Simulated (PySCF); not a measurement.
Gas-phase reaction: 3 H + 2 C₃H₆ (propylene) → 3 C₂H₅

Energies from PySCF, thermal terms from the rigid-rotor harmonic-oscillator model, ideal gas at 1 bar. The comparison is the NASA 1993 polynomial table, which mixes measured and estimated data. † marks an energy on the PBE0/def2-TZVP geometry and frequencies; other levels use their own. Open shells (unrestricted): H (multiplicity 2), C₂H₅ (multiplicity 2); the rest are closed-shell singlets. The table's entry may be an old estimate for C₂H₅ (not checked at source).

PBE/def2-SVP gives ΔH°(298 K) = -320.1 kJ.

Question: What does ωB97X-V/def2-TZVP† give, and where does the table lie?

Answer: ωB97X-V/def2-TZVP†: -344.1 kJ. Table: -337.4 kJ.
